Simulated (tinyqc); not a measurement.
Inside a calculation (part 2 of 2). Method: RKS/BP86 in the sto-3g basis, for HF, spin multiplicity 1. Computed by tinyqc, a small Python program that keeps every step (integrals from PySCF). Command: `OMP_NUM_THREADS=1 python tinyqc.py 25393 25394 out.jsonl` (the two numbers bound the seeds that draw the settings). One thread of a shared host (Intel(R) Xeon(R) Processor @ 2.60GHz), about 0.7 s of CPU time with the checks.

Geometry (angstrom):
```
atom        x        y        z
F     0.00000  0.00000  0.00000
H     0.00000  0.00000  1.35000
```

## Convergence

Stop when the energy changes by less than 1e-10 hartree and every element of the error matrix X^T (F D S - S D F) X is below 3e-06.

Course of the cycle:
```
iteration  E (hartree)     change  largest element of the error matrix
1          -98.2177242          -                             3.09e-01
2          -98.6149222  -3.97e-01                             1.23e-01
3          -98.7430238  -1.28e-01                             4.52e-02
4          -98.8060939  -6.31e-02                             1.88e-02
5          -98.8374925  -3.14e-02                             1.05e-02
6          -98.8531742  -1.57e-02                             4.41e-03
7          -98.8610141  -7.84e-03                             3.76e-03
8          -98.8649350  -3.92e-03                             1.74e-03
9          -98.8668964  -1.96e-03                             1.43e-03
10         -98.8678775  -9.81e-04                             6.96e-04
11         -98.8683686  -4.91e-04                             6.12e-04
12         -98.8686141  -2.46e-04                             3.07e-04
13         -98.8687372  -1.23e-04                             2.94e-04
14         -98.8687986  -6.14e-05                             1.67e-04
...                ...        ...                                  ...
21         -98.8688598  -4.86e-07                             2.57e-05
22         -98.8688600  -2.44e-07                             1.91e-05
23         -98.8688602  -1.22e-07                             1.44e-05
24         -98.8688602  -6.13e-08                             1.08e-05
25         -98.8688603  -3.08e-08                             8.14e-06
26         -98.8688603  -1.54e-08                             6.10e-06
27         -98.8688603  -7.76e-09                             4.59e-06
28         -98.8688603  -3.90e-09                             3.45e-06
29         -98.8688603  -1.96e-09                             2.59e-06
30         -98.8688603  -9.87e-10                             1.95e-06
31         -98.8688603  -4.97e-10                             1.46e-06
32         -98.8688603  -2.51e-10                             1.10e-06
33         -98.8688603  -1.26e-10                             8.26e-07
34         -98.8688603  -6.40e-11                             6.20e-07
```

PySCF RKS in the same basis, fine grid = -98.8685231 hartree

Converged in 34 iterations. The coarse grid moves the energy by -3.37e-04 hartree.

## Populations, bond orders and dipole

D after iteration 34:
```
           1F 1s     1F 2s   1F 2px   1F 2py    1F 2pz     2H 1s
1F 1s    2.11960  -0.50438  0.00000  0.00000   0.04655   0.01050
1F 2s   -0.50438   2.13453  0.00000  0.00000  -0.23897  -0.12539
1F 2px   0.00000   0.00000  2.00000  0.00000   0.00000   0.00000
1F 2py   0.00000   0.00000  0.00000  2.00000   0.00000   0.00000
1F 2pz   0.04655  -0.23897  0.00000  0.00000   0.91747   0.84905
2H 1s    0.01050  -0.12539  0.00000  0.00000   0.84905   0.79021
```

overlap S:
```
          1F 1s    1F 2s   1F 2px   1F 2py   1F 2pz    2H 1s
1F 1s   1.00000  0.23799  0.00000  0.00000  0.00000  0.01782
1F 2s   0.23799  1.00000  0.00000  0.00000  0.00000  0.21655
1F 2px  0.00000  0.00000  1.00000  0.00000  0.00000  0.00000
1F 2py  0.00000  0.00000  0.00000  1.00000  0.00000  0.00000
1F 2pz  0.00000  0.00000  0.00000  0.00000  1.00000  0.19563
2H 1s   0.01782  0.21655  0.00000  0.00000  0.19563  1.00000
```

Mulliken: Z minus the diagonal of D S on the atom; Loewdin: the same with S^(1/2) D S^(1/2); Mayer order: 2 sum_s sum (D(s) S)_ij (D(s) S)_ji over the two atoms.

Charges (e):
```
atom  Mulliken   Loewdin
1F    -0.07065  -0.05884
2H     0.07065   0.05884
```

Mayer bond orders:
```
pair    order
2-1   0.99501
```

dipole moment about the origin, x y z (debye): 0.00000  0.00000  0.78671
